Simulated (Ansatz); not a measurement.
Wavefunction ladder for `CC(=S)C(=N)F`

Cartesian coordinates in Å:
```
C -1.326 -0.040 -0.352
C 0.092 -0.352 -0.682
S 0.570 -1.083 -2.041
C 1.076 0.064 0.350
N 0.734 0.634 1.412
F 2.347 -0.214 0.059
H -1.982 -0.373 -1.151
H -1.444 1.034 -0.187
H -1.604 -0.518 0.592
H 1.538 0.846 2.000
```

Charge 0, multiplicity 1. The geometry is a stationary point of PBE0-D4/def2-TZVP. It is one conformer, not always the lowest. Frozen core, restricted reference, the Gaussian-basis code of Ansatz. CBS rows extrapolate triple and quadruple zeta; past MP2 they add the triple-zeta difference.

```csv
basis,HF (Eh),MP2 corr.,CCSD corr.,(T),CCSD(T) total
def2-SVP,-666.98213,-0.87306,-0.91447,-0.03237,-667.92897
def2-TZVPP,-667.43910,-1.10095,-1.13224,-0.05297,-668.62431
def2-QZVPP,-667.46186,-1.18486,–,–,–
CBS(def2),-667.46500,-1.24702,-1.27831,as TZ,-668.79628
```
